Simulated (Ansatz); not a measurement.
CH6SSi, closed shell: at a first-order saddle point.

in.yaml

```yaml
crystal:
  periodic: [false, false, false]
  atoms:
    - {symbol: Si, position_ang: [-0.701090, 0.541913, 0.336509]}
    - {symbol: S, position_ang: [0.880718, 0.666743, -1.716242]}
    - {symbol: C, position_ang: [-0.268478, -1.092470, 0.699596]}
    - {symbol: H, position_ang: [0.643981, -0.509531, -0.842155]}
    - {symbol: H, position_ang: [-1.922678, 0.880415, -0.427271]}
    - {symbol: H, position_ang: [-0.112632, 1.703933, 1.041467]}
    - {symbol: H, position_ang: [1.902598, 1.052726, -0.935669]}
    - {symbol: H, position_ang: [0.476299, -1.324339, 1.452879]}
    - {symbol: H, position_ang: [-0.898619, -1.919490, 0.390986]}
basis:
  gaussian: {orbitals: def2-TZVPP}
hamiltonian: {xc: r2scan, dispersion: d4}
```

Command:

```bash
ansatz run in.yaml --threads 2 --pin off --events-out ev --progress --plain --max-ram 4352MiB
```

Output of Ansatz 0.2.0:

```
Functional definition: r2SCAN
  name "r2SCAN"
  cite "Furness, Kaplan, Ning, Perdew & Sun, J. Phys. Chem. Lett. 11, 8208 (2020) doi:10.1021/acs.jpclett.0c02405"
  cite "Furness, Kaplan, Ning, Perdew & Sun, J. Phys. Chem. Lett. 11, 9248 (2020) doi:10.1021/acs.jpclett.0c03077"
  parent r2scan
  parameter k0 = 0.174
  parameter k1 = 0.065
  parameter a1 = 4.9479
  exchange = r2scan_x(k0 = k0, k1 = k1, a1 = a1)
  correlation = r2scan_c
1106 factors; their error is unknown
mean field evaluation 1: about -19833.7915 eV, gradient 6.6e1 eV
mean field evaluation 2: about -19798.9383 eV, gradient 1.1e2 eV
mean field evaluation 4: about -19844.3064 eV, gradient 1.0e1 eV
mean field evaluation 8: about -19844.5681 eV, gradient 2.4e-1 eV
mean field evaluation 16: about -19844.5421 eV, gradient 6.6e-4 eV
mean field -19844.54214494 eV, -729.2734727129 hartree, gradient 6.2e-5 eV, S^2 0.000000; 0 other end points of the search recorded, 0 dependent functions left out
reference -19844.54215641 eV, -729.2734731342 hartree; 21, 21 occupied and 178, 178 virtual orbitals, 1106 factors
Total energy: -19844.58549277 eV, -729.2750657160 hartree
```

The lines “mean field evaluation” count trial sets of orbitals through the whole run, from several starts and some on an approximate energy, so they need not fall steadily or lie above the final value.

Hardware: 2 CPU threads of an AMD EPYC 9R14, shared host. Wall time about 2.6 s.
